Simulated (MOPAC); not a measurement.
MOPAC input (PM3):

```
PM3 FORCE THERMO(298,298) PRECISE LET CHARGE=1 GEO-OK AUX(PRECISION=9) THREADS=1
C2H7O

C     0.01403473 1    1.23406616 1   -0.25315714 1
O     0.07945288 1    0.00135619 1    0.55879656 1
C     0.00200959 1   -1.23570165 1   -0.24552052 1
H     0.04819450 1    2.04499614 1    0.48469544 1
H     0.91963493 1    1.22582891 1   -0.87111668 1
H    -0.89340870 1    1.27167267 1   -0.86905044 1
H     0.02829425 1   -2.04234321 1    0.49733162 1
H    -0.90579587 1   -1.26825925 1   -0.86121637 1
H     0.90764864 1   -1.24008339 1   -0.86350876 1
H    -0.69748326 1    0.00691638 1    1.14011887 1
```

From the last part of the output:

```
     H   10   0.049457   0.053823   0.098467   7.399391

          HEAT OF FORMATION =     156.987338 KCALS/MOLE

          ZERO POINT ENERGY      54.617 KCAL/MOL

           NORMAL COORDINATE ANALYSIS (Total motion = 1 Angstrom)

   Root No.       1         2         3         4         5         6         7         8

                 1 A"      1 A'      2 A'      3 A'      2 A"      4 A'      3 A"      4 A"

                 126.0     179.3     413.2     810.2     841.4     861.3     932.4     937.1

           1   -0.0006   -0.0009   -0.0336    0.0866   -0.0649    0.0156    0.0268    0.0165
           2    0.0014   -0.0033   -0.0567    0.0263    0.0202    0.0070    0.0243   -0.0110
           3   -0.0119    0.0202   -0.0037   -0.0051    0.0153    0.0083    0.0018    0.0233
           4   -0.0006   -0.0010   -0.0356   -0.0363    0.0686    0.0055   -0.0400   -0.0025
           5   -0.0004    0.0016    0.0542    0.0552    0.0451   -0.0084   -0.0263   -0.0017
           6    0.0000   -0.0384    0.0066   -0.0010    0.0000    0.0109    0.0000    0.0000
           7    0.0011    0.0034    0.0654   -0.0585   -0.0072   -0.0126    0.0329   -0.0035
           8   -0.0012   -0.0005    0.0084   -0.0691   -0.0676   -0.0115    0.0149    0.0195
           9    0.0119    0.0202   -0.0037   -0.0051   -0.0153    0.0083   -0.0018   -0.0233
          10    0.0122    0.0193    0.0896    0.2279    0.1132    0.0598    0.2200   -0.0692
          11   -0.0072   -0.0135   -0.0883   -0.0085   -0.0199   -0.0033   -0.0231    0.0102
          12    0.1473    0.1671   -0.0242    0.0057   -0.0245   -0.0410   -0.0161   -0.0260
          13   -0.0231    0.0144   -0.0780    0.0786   -0.2053   -0.1577   -0.0875   -0.1477
          14    0.1445    0.1128   -0.1033   -0.0157   -0.0285   -0.0122   -0.0393    0.0008
          15   -0.0859   -0.0292    0.0027    0.0141   -0.0038   -0.0342   -0.0014   -0.0296
          16    0.0076   -0.0342   -0.0841   -0.0124   -0.0474    0.0909   -0.0474    0.1819
          17   -0.1315   -0.1180   -0.0856   -0.0131   -0.0133    0.0009   -0.0280    0.0193
          18   -0.1035   -0.0386    0.0035    0.0158   -0.0143   -0.0352    0.0015   -0.0356
          19   -0.0018    0.0047    0.0455   -0.0827    0.0267   -0.0207    0.0662   -0.0181
          20    0.0140   -0.0231   -0.1173   -0.2126    0.1118   -0.0562    0.2111   -0.0675
          21   -0.1473    0.1671   -0.0242    0.0057    0.0245   -0.0410    0.0161    0.0260
          22   -0.1177    0.1219    0.1120    0.0170   -0.0310   -0.0369   -0.0445    0.0899
          23    0.0592   -0.0155    0.0432    0.0062   -0.0383   -0.0830   -0.0324    0.1593
          24    0.1035   -0.0386    0.0035    0.0158    0.0143   -0.0352   -0.0015    0.0356
          25    0.1235   -0.1093    0.1258   -0.0168   -0.1077    0.0738   -0.0708   -0.0579
          26   -0.0786    0.0315    0.0305   -0.0783   -0.1771    0.1399   -0.0647   -0.1358
          27    0.0859   -0.0292    0.0027    0.0141    0.0038   -0.0342    0.0014    0.0296
          28    0.0041   -0.0305   -0.0237    0.0296    0.0219   -0.1321   -0.1122   -0.0942
          29    0.0027    0.0464    0.0361   -0.0451    0.0144    0.2010   -0.0737   -0.0619
          30    0.0000   -0.0717    0.0200    0.0665    0.0000   -0.1501    0.0000    0.0000

   Root No.       9        10        11        12        13        14        15        16

                 5 A'      6 A'      5 A"      7 A'      6 A"      7 A"      8 A'      8 A"

                1075.2    1102.5    1200.9    1274.9    1275.6    1291.0    1295.2    1312.1

           1   -0.0228    0.0105   -0.0191   -0.0330    0.0220   -0.0070   -0.0023    0.0071
           2    0.0321   -0.0043    0.0017   -0.0006    0.0145    0.0081   -0.0167   -0.0182
           3   -0.0066   -0.0298    0.0162   -0.0010    0.0110    0.0170   -0.0193    0.0123
           4    0.0288    0.0019   -0.0239    0.0019   -0.0133    0.0045   -0.0005   -0.0026
           5   -0.0439   -0.0029   -0.0157   -0.0029   -0.0087    0.0029    0.0007   -0.0017
           6    0.0061    0.0434    0.0000    0.0069    0.0000    0.0000    0.0001    0.0000
           7   -0.0204   -0.0002   -0.0060    0.0136    0.0220    0.0047    0.0162   -0.0138
           8    0.0337   -0.0114   -0.0182    0.0301    0.0145   -0.0097   -0.0045    0.0138
           9   -0.0066   -0.0298   -0.0162   -0.0010   -0.0110   -0.0170   -0.0193   -0.0123
          10    0.1771   -0.0530    0.1117    0.1278   -0.0929   -0.0059    0.0484    0.0190
          11   -0.0136    0.0057   -0.0221   -0.0323    0.0384    0.0124   -0.0304   -0.0098
          12   -0.0036    0.0315   -0.0157   -0.0095   -0.0270   -0.1672    0.1634   -0.1208
          13   -0.0581    0.1286    0.0434    0.1509   -0.1106    0.0888   -0.0552   -0.0354
          14   -0.0228    0.0005    0.0246    0.0234   -0.0544    0.0201    0.0250    0.1839
          15    0.0095    0.0026    0.0207    0.0331    0.0091    0.0282   -0.0449   -0.0952
          16   -0.1635   -0.1285    0.1481    0.1314   -0.0853    0.0093    0.0235   -0.0704
          17   -0.0243   -0.0095    0.0271    0.0269   -0.0901   -0.1446    0.1924    0.0519
          18    0.0213    0.0276   -0.0364   -0.0523   -0.0108   -0.0940    0.1086    0.0844
          19   -0.0578    0.0158    0.0241   -0.0210   -0.0016    0.0091    0.0087   -0.0015
          20   -0.1680    0.0509    0.1113   -0.1301   -0.1005   -0.0103   -0.0565    0.0213
          21   -0.0036    0.0315    0.0157   -0.0095    0.0270    0.1672    0.1634    0.1208
          22    0.0872    0.0597    0.0837   -0.0769   -0.1165   -0.1290   -0.1859    0.0197
          23    0.1404    0.1142    0.1252   -0.1099   -0.0425    0.0659    0.0549   -0.0852
          24    0.0213    0.0276    0.0364   -0.0523    0.0108    0.0940    0.1086   -0.0844
          25    0.0440   -0.0515    0.0398   -0.0814   -0.0938    0.0537   -0.0010    0.1547
          26    0.0443   -0.1178    0.0301   -0.1292   -0.0799    0.0735    0.0606   -0.1055
          27    0.0095    0.0026   -0.0207    0.0331   -0.0091   -0.0282   -0.0449    0.0952
          28    0.0285   -0.1240    0.2284   -0.0298    0.1861   -0.0693    0.0030    0.0352
          29   -0.0433    0.1888    0.1501    0.0454    0.1223   -0.0455   -0.0045    0.0231
          30    0.0069   -0.1024    0.0000   -0.0286    0.0000    0.0000    0.0036    0.0000

   Root No.      17        18        19        20        21        22        23        24

                 9 A'     10 A'      9 A"     10 A"     11 A'     11 A"     12 A'     13 A'

                1319.6    3046.4    3047.8    3051.0    3054.6    3068.7    3069.7    3619.0

           1    0.0015   -0.0068   -0.0066    0.0017   -0.0011    0.0092    0.0089    0.0015
           2   -0.0197    0.0012   -0.0006   -0.0278    0.0285    0.0003    0.0004    0.0002
           3    0.0140   -0.0260   -0.0253    0.0003    0.0012   -0.0136   -0.0135   -0.0008
           4   -0.0008   -0.0000    0.0003    0.0001    0.0005    0.0002    0.0002    0.0160
           5    0.0012    0.0000    0.0002    0.0000   -0.0007    0.0001   -0.0003   -0.0243
           6    0.0010    0.0012   -0.0000    0.0000   -0.0001   -0.0000   -0.0001   -0.0473
           7    0.0175    0.0016   -0.0032   -0.0249   -0.0257    0.0039   -0.0039   -0.0007
           8   -0.0092    0.0067   -0.0058    0.0126    0.0123    0.0084   -0.0080   -0.0013
           9    0.0140   -0.0260    0.0253   -0.0003    0.0012    0.0136   -0.0135   -0.0008
          10    0.0341    0.0166    0.0195    0.0542   -0.0540   -0.0307   -0.0302    0.0043
          11   -0.0145    0.0819    0.0943    0.2297   -0.2357   -0.1491   -0.1496    0.0066
          12   -0.1514   -0.0039   -0.0032    0.0091   -0.0090   -0.0102   -0.0103   -0.0001
          13    0.0130   -0.0300   -0.0302   -0.0247    0.0275   -0.0601   -0.0599   -0.0008
          14    0.2039    0.0483    0.0496    0.0360   -0.0391    0.1105    0.1093   -0.0007
          15   -0.0908    0.0940    0.0977    0.0930   -0.1002    0.2280    0.2268   -0.0021
          16   -0.0529    0.0964    0.0902   -0.0465    0.0419   -0.0209   -0.0204    0.0039
          17    0.0385   -0.1439   -0.1373    0.0627   -0.0544    0.0350    0.0345   -0.0049
          18    0.0677    0.2137    0.2021   -0.1064    0.0950   -0.0574   -0.0570    0.0072
          19   -0.0002   -0.0817    0.0943    0.2323    0.2378   -0.1490    0.1493   -0.0078
          20   -0.0370    0.0173   -0.0196   -0.0415   -0.0440    0.0310   -0.0316   -0.0013
          21   -0.1514   -0.0039    0.0032   -0.0091   -0.0090    0.0102   -0.0103   -0.0001
          22   -0.0143    0.0938   -0.0902    0.0391    0.0333    0.0239   -0.0236    0.0029
          23    0.0639   -0.1456    0.1374   -0.0676   -0.0600   -0.0331    0.0325   -0.0055
          24    0.0677    0.2137   -0.2021    0.1064    0.0950    0.0574   -0.0570    0.0072
          25   -0.1923   -0.0324    0.0335    0.0233    0.0250    0.0775   -0.0766    0.0010
          26    0.0690    0.0467   -0.0474   -0.0369   -0.0408   -0.0990    0.0984    0.0004
          27   -0.0908    0.0940   -0.0977   -0.0930   -0.1002   -0.2280    0.2268   -0.0021
          28   -0.0015   -0.0006   -0.0054   -0.0022    0.0006   -0.0001   -0.0012   -0.2654
          29    0.0022    0.0010   -0.0035   -0.0014   -0.0009   -0.0001    0.0018    0.4039
          30    0.0000   -0.0079   -0.0000    0.0000    0.0012   -0.0000    0.0036    0.7610

           MASS-WEIGHTED COORDINATE ANALYSIS (NORMAL COORDINATES)

   Root No.       1         2         3         4         5         6         7         8

                 1 A"      1 A'      2 A'      3 A'      2 A"      4 A'      3 A"      4 A"

                 126.0     179.3     413.2     810.2     841.4     861.3     932.4     937.1

           1   -0.0055   -0.0076   -0.2240    0.4781   -0.3830    0.1290    0.2023    0.1423
           2    0.0124   -0.0286   -0.3774    0.1451    0.1193    0.0579    0.1838   -0.0945
           3   -0.1022    0.1749   -0.0246   -0.0282    0.0906    0.0688    0.0140    0.2001
           4   -0.0061   -0.0102   -0.2736   -0.2312    0.4672    0.0526   -0.3491   -0.0251
           5   -0.0040    0.0155    0.4165    0.3519    0.3070   -0.0801   -0.2294   -0.0165
           6    0.0000   -0.3829    0.0504   -0.0063    0.0000    0.1037    0.0000    0.0000
           7    0.0092    0.0292    0.4353   -0.3230   -0.0426   -0.1043    0.2490   -0.0302
           8   -0.0100   -0.0044    0.0558   -0.3812   -0.3989   -0.0954    0.1127    0.1681
           9    0.1022    0.1749   -0.0246   -0.0282   -0.0906    0.0688   -0.0140   -0.2001
          10    0.0303    0.0483    0.1728    0.3645    0.1936    0.1431    0.4818   -0.1723
          11   -0.0180   -0.0338   -0.1704   -0.0136   -0.0340   -0.0078   -0.0505    0.0254
          12    0.3671    0.4185   -0.0467    0.0091   -0.0418   -0.0981   -0.0352   -0.0647
          13   -0.0577    0.0362   -0.1504    0.1256   -0.3509   -0.3777   -0.1916   -0.3679
          14    0.3602    0.2826   -0.1993   -0.0250   -0.0487   -0.0293   -0.0861    0.0019
          15   -0.2141   -0.0730    0.0052    0.0225   -0.0065   -0.0818   -0.0031   -0.0738
          16    0.0189   -0.0857   -0.1624   -0.0198   -0.0811    0.2176   -0.1038    0.4533
          17   -0.3278   -0.2957   -0.1652   -0.0210   -0.0227    0.0022   -0.0612    0.0480
          18   -0.2579   -0.0967    0.0068    0.0252   -0.0244   -0.0844    0.0033   -0.0886
          19   -0.0045    0.0118    0.0877   -0.1322    0.0456   -0.0496    0.1449   -0.0451
          20    0.0350   -0.0578   -0.2263   -0.3399    0.1912   -0.1345    0.4623   -0.1683
          21   -0.3671    0.4185   -0.0467    0.0091    0.0418   -0.0981    0.0352    0.0647
          22   -0.2933    0.3054    0.2161    0.0271   -0.0530   -0.0884   -0.0974    0.2240
          23    0.1475   -0.0388    0.0834    0.0098   -0.0654   -0.1988   -0.0709    0.3970
```

The dipole moment of an ion depends on the origin.
